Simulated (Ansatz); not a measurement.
This script for the Ansatz DFT code, driven from Python starts 5 runs on C3H6N2, SMILES CNC1C=N1. What input does the engine get in each?

Script `run_methods.py`:
```python
'''C3H6N2 at several levels of theory.'''

from pathlib import Path

import ansatz as az
import numpy as np
from rdkit import Chem
from rdkit.Chem import AllChem


def main() -> None:
    # start geometry from RDKit
    rd = Chem.AddHs(Chem.MolFromSmiles('CNC1C=N1'))
    AllChem.EmbedMolecule(rd, randomSeed=684)
    AllChem.UFFOptimizeMolecule(rd)
    geometry = az.Crystal.molecule()
    for atom, xyz in zip(rd.GetAtoms(), rd.GetConformer().GetPositions()):
        geometry = geometry.atom(atom.GetSymbol(), xyz.round(5).tolist())

    calculation = geometry.calculation().basis(gaussian='cc-pVDZ')

    print('functional    E (Ha)        dipole (D)   HOMO (eV)  LUMO (eV)')
    for name in ['cam_b3lyp', 'r2scan', 'pbe', 'lc_wpbe', 'hse06']:
        report = calculation.functional(name).forces().orbitals().run(runs_dir='runs').report
        lines = Path(report['orbitals_path']).read_text().splitlines()
        field_of = lambda key: [line.split('=')[1].strip() for line in lines if line.startswith(key)]
        orbitals = [(27.211386 * float(e), s, float(n)) for e, s, n in zip(field_of('Ene='), field_of('Spin='), field_of('Occup='))]
        homo = max(e for e, _, n in orbitals if n > 0.5)
        lumo = min(e for e, _, n in orbitals if n < 0.5)
        dipole = 4.803205 * np.linalg.norm(report['charge_distribution']['dipole_moment_e_ang'])
        print(f'{name:10s} {report["free_energy_ev"] / 27.211386246:14.6f} {dipole:9.3f} {homo:11.3f} {lumo:10.3f}')


if __name__ == '__main__':
    main()
```

Run 1:
```yaml
crystal:
  periodic: [false, false, false]
  atoms:
    - { symbol: C, position_ang: [1.54768, -0.14304, 0.07332] }
    - { symbol: "N", position_ang: [0.3105, 0.35549, -0.52707] }
    - { symbol: C, position_ang: [-0.83006, -0.06709, 0.28258] }
    - { symbol: C, position_ang: [-1.99306, -0.06264, -0.40542] }
    - { symbol: "N", position_ang: [-1.32164, -1.261, -0.1182] }
    - { symbol: H, position_ang: [2.41254, 0.18875, -0.53896] }
    - { symbol: H, position_ang: [1.67464, 0.25046, 1.10655] }
    - { symbol: H, position_ang: [1.54643, -1.25441, 0.0939] }
    - { symbol: H, position_ang: [0.34607, 1.40125, -0.49301] }
    - { symbol: H, position_ang: [-0.8657, 0.12416, 1.37677] }
    - { symbol: H, position_ang: [-2.82741, 0.46807, -0.85045] }
basis:
  gaussian:
    orbitals: cc-pVDZ
hamiltonian:
  xc: cam_b3lyp
output:
  orbitals: {}
  forces: true
```

Run 2, against run 1:
```diff
-  xc: cam_b3lyp
+  xc: r2scan
```

Run 3, against run 1:
```diff
-  xc: cam_b3lyp
+  xc: pbe
```

Run 4, against run 1:
```diff
-  xc: cam_b3lyp
+  xc: lc_wpbe
```

Run 5, against run 1:
```diff
-  xc: cam_b3lyp
+  xc: hse06
```

```console
$ python run_methods.py
functional    E (Ha)        dipole (D)   HOMO (eV)  LUMO (eV)
cam_b3lyp     -227.172805     2.791      -8.094     -0.085
r2scan        -227.167756     2.728      -5.496     -2.436
pbe           -227.016292     2.597      -5.155     -2.559
lc_wpbe       -227.150541     2.863      -9.499      1.154
hse06         -227.021474     2.767      -6.287     -1.811
```

Total energies depend on the basis set; only differences at equal settings carry meaning. The geometry is a force-field or estimated start, not a minimum of this method, and the basis set is short of its limit. A lower total doesn't mark the better method: functionals have no common bound, and MP2 and coupled cluster aren't variational. Levels such as HOMO and LUMO are orbital energies: with these approximate functionals they aren't the ionisation energy and electron affinity, and their gap isn't the fundamental gap. hse06 follows the composition of plane-wave codes, whose totals differ by tens of mHa, up to about 0.1 Ha, from the form usual in Gaussian-basis programs (wpbeh). Run time: 20 s on 1 thread of Arm Neoverse V2, with other jobs on the host, peak memory 0.33 GiB.
